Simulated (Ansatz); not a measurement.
Process, species as SMILES: C[SiH2] (CH3-SiH2) → C atom + 5 H atom + Si atom
B3LYP-D3(BJ)/def2-TZVP geometries, fixed; electronic energies without zero-point terms.
Largest species:
```
C
H 1 1.0909
H 1 1.0909 2 108.23
H 1 1.0938 2 108.08 3 116.82
Si 1 1.8820 2 110.96 3 -121.97
H 5 1.4873 1 111.50 2 -58.56
H 5 1.4873 6 109.34 1 123.76
```
Charge 0, spin multiplicity 2.

Basis-set convergence of the atomisation energy at PBE with Ansatz (a first-principles code). Cartesian d functions, on some or all atoms, in 6-31G*, 6-31G**; all else is spherical. The program fits the integrals of some runs and decomposes those of others, by size. Open shells are unrestricted. No added dispersion term, no relativity. Functions are those of the species that has most. Reference: the value in aug-pcseg-3, 530.71 kcal/mol, itself unsure by roughly 0.21 kcal/mol (its mean distance from aug-cc-pV(Q+d)Z, def2-QZVPPD, pcseg-3). Deviations are taken from unrounded values.

| basis | functions | atomisation energy (kcal/mol) | minus reference (kcal/mol) |
|---|---|---|---|
| STO-3G | 19 | 689.73 | 159.01 |
| 3-21G | 32 | 523.13 | -7.58 |
| def2-SV(P) | 42 | 523.24 | -7.47 |
| 6-31G* | 44 | 529.57 | -1.15 |
| def2-SVP | 57 | 530.09 | -0.63 |
| 6-31G** | 59 | 533.59 | 2.87 |
| def2-SVPD | 84 | 531.64 | 0.92 |
| def2-TZVP | 98 | 530.12 | -0.60 |
| pcseg-2 | 134 | 530.04 | -0.67 |
| cc-pV(T+d)Z | 139 | 531.09 | 0.38 |
| def2-TZVPP | 143 | 531.08 | 0.37 |
| jun-cc-pV(T+d)Z | 157 | 530.56 | -0.15 |
| def2-TZVPPD | 170 | 531.14 | 0.42 |
| aug-cc-pV(T+d)Z | 216 | 530.30 | -0.41 |
| cc-pV(Q+d)Z | 269 | 531.46 | 0.75 |
| def2-QZVPP | 277 | 530.63 | -0.08 |
| pcseg-3 | 289 | 530.68 | -0.04 |
| aug-cc-pV(Q+d)Z | 399 | 531.22 | 0.50 |

The smallest set listed that lies within 4 kcal/mol of the reference with all its larger relatives (same family, alike in diffuse functions; a set with none counts only in the reference's own line) is 6-31G* (44 functions, -1.15 kcal/mol off). (Relatives not listed, tested too: 6-311G** -2.97, def2-TZVPD -0.47, def2-QZVP -0.08, def2-QZVPPD -0.08 kcal/mol.)
